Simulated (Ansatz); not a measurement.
# BH7Si2: the cost of one run

Method: the settings change from run to run; program: Ansatz 0.2.0, Gaussian basis.

## 1. The relaxed structure

The geometry comes from an earlier relaxation with PBE0-D4 in a triple-zeta def2 set; it is a stationary point, not always the lowest conformer.

SMILES `[SiH3]B[SiH3]`, 10 atoms, charge 0, spin multiplicity 1.

Atoms are counted from 1 here; the program's logs count them from 0.

Bond lengths: Si1–B2 2.006 Å, Si1–H4 1.495 Å, Si1–H5 1.489 Å, Si1–H6 1.488 Å, B2–Si3 2.006 Å, B2–H7 1.198 Å, Si3–H8 1.495 Å, Si3–H9 1.488 Å, Si3–H10 1.489 Å. Angles: B2–Si1–H4 104.9°, B2–Si1–H5 113.2°, B2–Si1–H6 114.2°, H4–Si1–H5 107.7°, H4–Si1–H6 107.8°, H5–Si1–H6 108.6°, Si1–B2–Si3 124.9°, Si1–B2–H7 117.4°, Si3–B2–H7 117.3°, B2–Si3–H8 105.0°, B2–Si3–H9 114.3°, B2–Si3–H10 113.0°, H8–Si3–H9 107.8°, H8–Si3–H10 107.7°, H9–Si3–H10 108.6°.

## 2. SVWN5/ANO-RCC-VTZP

in.yaml

```yaml
crystal:
  periodic: [false, false, false]
  atoms:
    - {symbol: Si, position_ang: [-1.227908, 1.011641, -0.794536]}
    - {symbol: B, position_ang: [0.497432, 0.009617, -0.588293]}
    - {symbol: Si, position_ang: [1.087800, -0.927564, 1.084188]}
    - {symbol: H, position_ang: [-2.189943, 0.011111, -1.351175]}
    - {symbol: H, position_ang: [-1.137667, 2.140774, -1.761275]}
    - {symbol: H, position_ang: [-1.792518, 1.523651, 0.483223]}
    - {symbol: H, position_ang: [1.170717, -0.137731, -1.568434]}
    - {symbol: H, position_ang: [0.633577, -2.342354, 0.916393]}
    - {symbol: H, position_ang: [0.474058, -0.397130, 2.331383]}
    - {symbol: H, position_ang: [2.567552, -0.943214, 1.251626]}
basis:
  gaussian: {orbitals: ANO-RCC-VTZP}
hamiltonian: {xc: {name: SVWN5}}
```

Command:

```bash
> ansatz run in.yaml --threads 2 --pin off --events-out ev --progress --plain --max-ram 4352MiB
```

**Question.** How long does this run take on 2 threads of Intel Xeon Platinum 8375C at 2.90GHz, shared host, and how much memory does it need?

About 3.8 s, with a peak of 0.3 GiB.
